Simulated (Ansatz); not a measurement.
The input, for Ansatz 0.2.0:

```yaml
crystal:
  periodic: [false, false, false]
  atoms:
    - {symbol: N, position_ang: [-0.060277, -0.053084, 0.622021]}
    - {symbol: N, position_ang: [0.034117, 0.122863, -0.700923]}
    - {symbol: H, position_ang: [0.213328, -0.927712, 1.050447]}
    - {symbol: H, position_ang: [0.166554, 0.767486, 1.160673]}
    - {symbol: H, position_ang: [-0.016346, -0.809450, -1.114669]}
basis:
  gaussian: {orbitals: cc-pVDZ}
total_charge: 1
magnetization: {spin_polarized: false}
correlation: {method: ccsdt_q, electrons: outside_noble_gas}
```

```sh
$ ansatz run in.yaml --threads 1 --pin off --events-out ev --progress --plain --max-ram 2393MiB
```

Problem. Roughly how long does this take on 1 thread of AMD EPYC 7B13, shared host, and how much host memory?

Solution. 14 s wall and 0.31 GiB.

```
816 factors; integrals over basis functions are off by at most 1.9e-7 eV
mean field evaluation 1: about -2999.6344 eV, gradient 2.5e1 eV
mean field evaluation 2: about -2999.6348 eV, gradient 2.5e1 eV
mean field evaluation 4: about -3001.1471 eV, gradient 1.9e0 eV
mean field evaluation 8: about -3001.1715 eV, gradient 1.4e-1 eV
mean field evaluation 16: about -3001.1656 eV, gradient 6.1e-1 eV
mean field -3001.17174496 eV, -110.2910273600 hartree, gradient 8.8e-7 eV, S^2 0.000000; 0 other end points of the search recorded, 0 dependent functions left out; unrestricted orbitals would lower it
2 core orbitals not correlated: weight in the atoms' cores, before any rotation towards them, 1.000 or more for the frozen orbitals, at most 0.000 for the correlated occupied ones
reference -3001.17174496 eV, -110.2910273600 hartree; 6, 6 occupied and 35, 35 virtual orbitals, 816 factors
second order -9.12505404 eV of doubles, -0.00000000 eV of singles
cycle   1  -9.24951192 eV  change   -1.2e-1 eV  update   1.1e-1
cycle   2  -9.77123339 eV  change   -5.2e-1 eV  update   5.6e-2
cycle   3  -10.17682399 eV  change   -4.1e-1 eV  update   3.0e-2
cycle   4  -10.12648686 eV  change    5.0e-2 eV  update   1.0e-2
cycle   5  -10.11622001 eV  change    1.0e-2 eV  update   5.3e-3
cycle   6  -10.12585664 eV  change   -9.6e-3 eV  update   1.3e-3
cycle   7  -10.12552442 eV  change    3.3e-4 eV  update   5.0e-4
cycle   8  -10.12501801 eV  change    5.1e-4 eV  update   1.9e-4
cycle   9  -10.12509763 eV  change   -8.0e-5 eV  update   9.6e-5
cycle  10  -10.12505717 eV  change    4.0e-5 eV  update   5.0e-5
cycle  11  -10.12513218 eV  change   -7.5e-5 eV  update   3.0e-5
cycle  12  -10.12515363 eV  change   -2.1e-5 eV  update   1.7e-5
cycle  13  -10.12514744 eV  change    6.2e-6 eV  update   1.0e-5
cycle  14  -10.12514429 eV  change    3.1e-6 eV  update   4.7e-6
cycle  15  -10.12514775 eV  change   -3.5e-6 eV  update   2.4e-6
cycle  16  -10.12514642 eV  change    1.3e-6 eV  update   1.1e-6
perturbative correction -0.04050976 eV, -0.0014887063 hartree
Total energy: -3011.33740114 eV, -110.6646083341 hartree
```

The T1 diagnostic is 0.025.
